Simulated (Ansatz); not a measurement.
Ansatz (a first-principles code) input:

Ansatz 0.2 input:
```yaml
crystal:
  periodic: [false, false, false]
  atoms:
    - {symbol: Cl, position_ang: [-0.00000000, -0.00000000, -0.47382943]}
    - {symbol: O, position_ang: [0.00000000, 0.00000000, 1.00688754]}
basis:
  gaussian:
    orbitals: def2-TZVP
hamiltonian:
  xc: b3lyp
  dispersion: d3bj
total_charge: 1
magnetization: {spin_polarized: true, initial_magnetization: 2}
phonons: {temperatures: {t_min: 298.15, t_max: 298.15, t_step: 100}}
```

Predict the final energy.

-534.96981 Eh (B3LYP-D3(BJ)/def2-TZVP). The basis has 68 functions.
